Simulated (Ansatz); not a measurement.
A calculation with Ansatz (development build ahead of 0.2.0).

```yaml
crystal:
  periodic: [false, false, false]
  atoms:
    - { symbol: C, position_ang: [-0.00985, -0.92763, -0.06684] }
    - { symbol: O, position_ang: [-0.00643, -0.91863, 1.12459] }
    - { symbol: O, position_ang: [0.00595, 0.14404, -0.84166] }
    - { symbol: C, position_ang: [0.00738, 1.40462, -0.18815] }
    - { symbol: H, position_ang: [-0.008, -1.8392, -0.70203] }
    - { symbol: H, position_ang: [-0.00381, 2.16313, -0.95877] }
    - { symbol: H, position_ang: [-0.88352, 1.50023, 0.45187] }
    - { symbol: H, position_ang: [0.88457, 1.49888, 0.45235] }
basis:
  gaussian: { orbitals: cc-pVTZ }
hamiltonian:
  xc: hf
```

The input is written out in the form of the current development build from the run's settings.

Results

```yaml
Converged: yes
Total_energy: -227.87736 hartree
Spin_squared_of_the_determinant: 0.000
```
